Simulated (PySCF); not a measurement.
CCSD(T) against full CI for several species

Each species is computed at the geometry given (Å), with frozen cores, in PySCF 2.14.0: RHF-CCSD(T) for singlets, UHF-CCSD(T) otherwise, and full CI in the same basis. The script picks the determinant by trial CCSD, so it needn't be the lowest Hartree–Fock solution. States: CH2 triplet B1, HAl–CH sextet A', HAlB quartet A''. Cases whose determinant has another symmetry than full CI's state, or whose (Q) step broke down, weren't drawn.

**Question.** Judging by size, spin and bonding and the diagnostics given, rank them by the size of CCSD(T)'s error in total energy against full CI in the same basis, smallest first (an estimate).
A. CH2, triplet, cc-pVDZ: C 0.000 -0.101 0.000; H 0.000 0.602 -0.862; H 0.000 0.602 0.862. T1 0.010, (T) -51 meV in a correlation energy of -3.16 eV
B. HAl–CH, sextet, 6-31G: Al 0.000 -0.074 0.613; C 0.000 0.010 -1.308; H 0.000 1.322 1.421; H 0.000 0.549 -2.254. T1 0.037, (T) -49 meV in a correlation energy of -2.30 eV
C. HAlB, quartet, 6-31G: B 0.000 -0.139 1.516; Al 0.000 0.097 -0.547; H 0.000 -1.103 -1.608. T1 0.064, (T) -65 meV in a correlation energy of -2.13 eV

**Answer.** A (12.9 meV), B (21.9 meV), C (39.5 meV).

```
       species    basis  correlated electrons  CCSD(T) − full CI (meV)  CCSDT(Q) − full CI (meV)  unpaired electrons (full CI)     T1  ⟨S²⟩ of the determinant
  CH2, triplet  cc-pVDZ                     6                     12.9                         –                          2.02  0.010                     2.01
HAl–CH, sextet    6-31G                     9                     21.9                         –                          5.03  0.037                     8.78
 HAlB, quartet    6-31G                     7                     39.5                         –                          3.05  0.064                     3.76
```

Unpaired electrons are Σ n²(2−n)² over natural occupations; an open shell counts its own unpaired electrons too. Frozen cores follow each run's orbitals, which moves totals by a few meV. A dash: (Q) wasn't run for open shells.
